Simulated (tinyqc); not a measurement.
Worked calculation: RHF in the sto-3g basis, for H2F+, spin multiplicity 1. One step of it, computed by the program tinyqc.

Task: Iteration 9 (converged): orbitals. Diagonalise F' = X^T F X, C = X C', fill 5 alpha and 5 beta electrons from the bottom; D = 2 C_occ C_occ^T. Each column has its largest component positive (the first on a tie).

converged F (hartree):
```
,1F 1s,1F 2s,1F 2px,1F 2py,1F 2pz,2H 1s,3H 1s
1F 1s,-26.564690,-6.775289,0.000000,0.000000,-0.020469,-0.944947,-0.944947
1F 2s,-6.775289,-3.579493,0.000000,0.000000,-0.086781,-1.014441,-1.014441
1F 2px,0.000000,0.000000,-0.999419,0.000000,0.000000,0.000000,0.000000
1F 2py,0.000000,0.000000,0.000000,-0.909507,0.000000,-0.494991,0.494991
1F 2pz,-0.020469,-0.086781,0.000000,0.000000,-0.947834,-0.354429,-0.354429
2H 1s,-0.944947,-1.014441,0.000000,-0.494991,-0.354429,-0.735823,-0.266760
3H 1s,-0.944947,-1.014441,0.000000,0.494991,-0.354429,-0.266760,-0.735823
```

X:
```
,1F 1s,1F 2s,1F 2px,1F 2py,1F 2pz,2H 1s,3H 1s
1F 1s,1.023513,-0.134180,0.000000,0.000000,-0.004630,0.016510,0.016510
1F 2s,-0.134180,1.121924,0.000000,0.000000,0.043055,-0.186294,-0.186294
1F 2px,0.000000,0.000000,1.000000,0.000000,0.000000,0.000000,0.000000
1F 2py,0.000000,0.000000,0.000000,1.056535,0.000000,-0.150716,0.150716
1F 2pz,-0.004630,0.043055,0.000000,0.000000,1.018584,-0.080728,-0.080728
2H 1s,0.016510,-0.186294,0.000000,-0.150716,-0.080728,1.092142,-0.057875
3H 1s,0.016510,-0.186294,0.000000,0.150716,-0.080728,-0.057875,1.092142
```

Give: F' = X^T F X; orbital energies; coefficients C; D after iteration 9.

Result:

F' = X^T F X (hartree):
```
,1,2,3,4,5,6,7
1,-26.087,-3.433,0.000,0.000,-0.038,-0.099,-0.099
2,-3.433,-2.258,0.000,0.000,0.032,-0.420,-0.420
3,0.000,0.000,-0.999,0.000,0.000,0.000,0.000
4,0.000,0.000,0.000,-0.721,0.000,-0.398,0.398
5,-0.038,0.032,0.000,0.000,-0.879,-0.249,-0.249
6,-0.099,-0.420,0.000,-0.398,-0.249,-0.376,-0.058
7,-0.099,-0.420,0.000,0.398,-0.249,-0.058,-0.376
```

orbital energies (hartree): MO1 -26.574, MO2 -1.989, MO3 -1.117, MO4 -1.019, MO5 -0.999, MO6 -0.077, MO7 0.078

coefficients C:
```
,MO1,MO2,MO3,MO4,MO5,MO6,MO7
1F 1s,0.995,-0.252,0.000,0.058,0.000,0.098,0.000
1F 2s,0.022,0.960,0.000,-0.291,0.000,-0.585,0.000
1F 2px,0.000,0.000,0.000,0.000,1.000,0.000,0.000
1F 2py,0.000,0.000,0.741,0.000,0.000,0.000,0.783
1F 2pz,0.002,0.084,0.000,0.884,0.000,-0.513,0.000
2H 1s,-0.004,0.082,0.345,0.216,0.000,0.723,-0.752
3H 1s,-0.004,0.082,-0.345,0.216,0.000,0.723,0.752
```

D after iteration 9:
```
,1F 1s,1F 2s,1F 2px,1F 2py,1F 2pz,2H 1s,3H 1s
1F 1s,2.113,-0.474,0.000,0.000,0.065,-0.023,-0.023
1F 2s,-0.474,2.013,0.000,0.000,-0.355,0.031,0.031
1F 2px,0.000,0.000,2.000,0.000,0.000,0.000,0.000
1F 2py,0.000,0.000,0.000,1.099,0.000,0.511,-0.511
1F 2pz,0.065,-0.355,0.000,0.000,1.578,0.395,0.395
2H 1s,-0.023,0.031,0.000,0.511,0.395,0.344,-0.132
3H 1s,-0.023,0.031,0.000,-0.511,0.395,-0.132,0.344
```
